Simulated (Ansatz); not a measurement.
**BSiH₂ (doublet): the correlation ladder, def2-TZVPP**

One table from this session's results is given with a row withheld; the runs are named, their logs left out.

Program: Ansatz 0.2.0, Gaussian basis. Level of theory: def2-TZVPP, core rule «outside noble gas», up to 6 orbitals frozen. These are calculated values, not measurements.

The runs, in order: UHF; ROHF; CCSD(T) on UHF.

**The geometry**

The geometry is a PBE0/def2-TZVP stationary point (not a proven minimum) of the parent state, kept for this charge and spin.

4 atoms, charge 0, spin multiplicity 2.

Atoms are counted from 1 here; the program's logs count them from 0.

Bond lengths: Si1–B2 1.871 Å, Si1–H3 1.488 Å, Si1–H4 1.488 Å. Angles: B2–Si1–H3 125.4°, B2–Si1–H4 125.4°, H3–Si1–H4 109.2°.

Set-up of the first run:

in.yaml reads:

```yaml
crystal:
  periodic: [false, false, false]
  atoms:
    - {symbol: Si, position_ang: [0.000000, 0.000000, 0.451790]}
    - {symbol: B, position_ang: [0.000000, 0.000000, -1.418773]}
    - {symbol: H, position_ang: [0.000000, 1.212692, 1.314369]}
    - {symbol: H, position_ang: [0.000000, -1.212692, 1.314369]}
basis:
  gaussian: {orbitals: def2-TZVPP}
magnetization: {spin_polarized: true, initial_magnetization: 1}
hamiltonian: {xc: hf}
output: {orbitals: {seedname: orbitals}}
```

Run with:

```
ansatz run in.yaml --threads 1 --pin off --events-out ev --progress --plain --max-ram 4096MiB --backend cpu
```

Among the steps run: UHF; ROHF; CCSD(T) on UHF.

One of the session's tables, all rows but one given; the rest of the session is left out.

It belongs to the step «Misses and costs». 

```
  method  from UCCSD(T) (kJ/mol)
    ROHF                  +600.2
     UHF                  +561.2
    UMP2                  +140.8
   UCCSD                       ?
UCCSD(T)                       0
```

Q: Estimate the row for UCCSD from the others.

**Answer.** from UCCSD(T) (kJ/mol): +27.3. In the column «from UCCSD(T) (kJ/mol)» it lies between UCCSD(T) (0) and UMP2 (+140.8).

Limits of these values: The determinant is far from a pure spin state, so its energy mixes those of several spin states (harmless only where they are near-degenerate, as at dissociation). Warnings: spin contamination; coupled cluster took another determinant than the lowest.
